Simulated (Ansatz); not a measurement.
# Nudged elastic band run: BClH6Si

Input:

```yaml
crystal:
  periodic: [false, false, false]
  atoms:
    - { symbol: B, position_ang: [-0.09137, 0.543637, 0.135543] }
    - { symbol: Cl, position_ang: [0.500903, 1.643076, 1.392917] }
    - { symbol: H, position_ang: [0.727621, -0.046283, -0.525432] }
    - { symbol: H, position_ang: [-1.281212, 0.488336, -0.052495] }
    - { symbol: Si, position_ang: [0.132806, -2.775688, 1.040647] }
    - { symbol: H, position_ang: [-0.339756, -3.078056, -0.352381] }
    - { symbol: H, position_ang: [1.633175, -2.729201, 1.078034] }
    - { symbol: H, position_ang: [-0.374726, -3.820456, 1.994427] }
    - { symbol: H, position_ang: [-0.413241, -1.433666, 1.460442] }
basis:
  gaussian: { orbitals: cc-pVDZ }
hamiltonian:
  xc: blyp
  dispersion: d4
neb:
  order_check: false
  images: 5
  f_tol: 0.05
  max_iterations: 60
  initial_path: linear
  final_atoms:
    - { symbol: B, position_ang: [-0.08684503, -0.48236357, -0.14208407] }
    - { symbol: Cl, position_ang: [0.28196525, 0.65248302, 2.05103409] }
    - { symbol: H, position_ang: [0.79300153, 0.14408204, -0.69224283] }
    - { symbol: H, position_ang: [-1.22616685, -0.08465074, -0.25816191] }
    - { symbol: Si, position_ang: [0.2238242, -2.38972779, 0.47934061] }
    - { symbol: H, position_ang: [-0.28081011, -3.37144207, -0.55409049] }
    - { symbol: H, position_ang: [1.66293504, -2.73609946, 0.77236436] }
    - { symbol: H, position_ang: [-0.55235594, -2.66866451, 1.75459115] }
    - { symbol: H, position_ang: [-0.32134809, -0.27191793, 2.76095109] }
```

Run as:

```bash
$ ansatz run input.yaml --threads 1 --pin off --max-ram 2048MiB --backend cpu --events-out ev --progress --plain --runs-dir out
```

Output, in part (warnings, iteration lines, the closing report on the highest movable image, with atoms numbered from 0):

```
NEB end point (image 0): max|allowed force component| = 1.393e-2 eV/Å (the criterion of neb.relax_end_points is 1.000e-2)
NEB end point (image 6): max|allowed force component| = 1.807e-2 eV/Å (the criterion of neb.relax_end_points is 1.000e-2)
NEB iter   1: max|band force component| = 5.203e0 eV/Å  barrier→ = 3.5556 eV  barrier← = 2.4885 eV  Δτ_max = 0.2000 Å  (195 SCF iters)
NEB iter   2: max|band force component| = 2.489e0 eV/Å  barrier→ = 2.3163 eV  barrier← = 1.2492 eV  Δτ_max = 0.2000 Å  (141 SCF iters)
NEB iter   3: max|band force component| = 1.599e0 eV/Å  barrier→ = 1.6015 eV  barrier← = 0.5344 eV  Δτ_max = 0.2000 Å  (140 SCF iters)
NEB iter   4: max|band force component| = 1.700e0 eV/Å  barrier→ = 1.5388 eV  barrier← = 0.4717 eV  Δτ_max = 0.0954 Å  (137 SCF iters)
NEB iter   5: max|band force component| = 4.711e-1 eV/Å  barrier→ = 1.4249 eV  barrier← = 0.3578 eV  CI = image 4  Δτ_max = 0.0991 Å  (134 SCF iters)
NEB iter   6: max|band force component| = 2.554e-1 eV/Å  barrier→ = 1.3532 eV  barrier← = 0.2861 eV  CI = image 4  Δτ_max = 0.1004 Å  (135 SCF iters)
NEB iter   7: max|band force component| = 1.740e-1 eV/Å  barrier→ = 1.3381 eV  barrier← = 0.2710 eV  CI = image 4  Δτ_max = 0.1005 Å  (136 SCF iters)
NEB iter   8: max|band force component| = 1.672e-1 eV/Å  barrier→ = 1.3248 eV  barrier← = 0.2577 eV  CI = image 4  Δτ_max = 0.1009 Å  (136 SCF iters)
NEB iter   9: max|band force component| = 2.391e-1 eV/Å  barrier→ = 1.3253 eV  barrier← = 0.2583 eV  CI = image 4  Δτ_max = 0.0502 Å  (135 SCF iters)
NEB iter  10: max|band force component| = 1.262e-1 eV/Å  barrier→ = 1.3235 eV  barrier← = 0.2564 eV  CI = image 4  Δτ_max = 0.0501 Å  (136 SCF iters)
NEB iter  11: max|band force component| = 5.004e-2 eV/Å  barrier→ = 1.3221 eV  barrier← = 0.2550 eV  CI = image 4  Δτ_max = 0.0993 Å  (136 SCF iters)
NEB iter  12: max|band force component| = 9.500e-2 eV/Å  barrier→ = 1.3211 eV  barrier← = 0.2540 eV  CI = image 4  Δτ_max = 0.0496 Å  (135 SCF iters)
NEB iter  13: max|band force component| = 1.473e-1 eV/Å  barrier→ = 1.3205 eV  barrier← = 0.2535 eV  CI = image 4  Δτ_max = 0.0249 Å  (136 SCF iters)
NEB iter  14: max|band force component| = 4.400e-2 eV/Å  barrier→ = 1.3203 eV  barrier← = 0.2532 eV  CI = image 4  Δτ_max = 0.0000 Å  (261 SCF iters)
Total energy: -21171.99892972 eV, -778.0566097709 hartree
Atom 0 at    -0.218716    -0.380682     0.184320 Å, force    -0.013067    -0.013646     0.002688 eV/Å
Atom 1 at     0.102122     0.757703     2.246480 Å, force     0.003534     0.007734     0.008449 eV/Å
Atom 2 at     0.626196     0.172851    -0.472166 Å, force    -0.000131    -0.002321    -0.000727 eV/Å
Atom 3 at    -1.399232    -0.183234     0.046250 Å, force     0.003400     0.004539    -0.004616 eV/Å
Atom 4 at     0.236896    -2.373255     0.619104 Å, force     0.000767     0.004232     0.002487 eV/Å
Atom 5 at    -0.067089    -2.938196    -0.748450 Å, force     0.002296     0.000008    -0.002614 eV/Å
Atom 6 at     1.674607    -2.653697     0.960147 Å, force    -0.000785     0.001445     0.001215 eV/Å
Atom 7 at    -0.649083    -3.044227     1.633190 Å, force    -0.000125     0.000523    -0.003306 eV/Å
Atom 8 at     0.188499    -0.565564     1.702826 Å, force     0.004113    -0.002513    -0.003575 eV/Å
Dipole moment:     0.034206    -0.188811     0.005408 e Å
```

It converged. Another band between the same ends (5 images) ends at a top of the same energy, where a vibrational analysis finds 1 clearly imaginary mode. The orbitals stay closed-shell, which can raise the energy where a bond breaks towards radicals; this wasn't checked here.

Final band (atoms are numbered from 1 in the order of the input):

```csv
image,path coordinate (Å),energy (kcal/mol),B1–Cl2 (Å),Si5–H9 (Å),B1–Si5 (Å)
0,0.00,0.0,1.77,1.51,3.45
1,0.74,0.3,1.78,1.51,3.29
2,1.47,1.5,1.81,1.53,2.91
3,2.21,12.4,1.94,1.63,2.40
4,2.94,30.4,2.38,2.11,2.09
5,3.74,27.5,2.57,2.60,2.04
6,4.54,24.6,2.50,3.16,2.03
```

Time of the run: 2.9 min on 1 thread of Arm Neoverse V2, with other jobs on the host, peak memory 0.12 GiB.
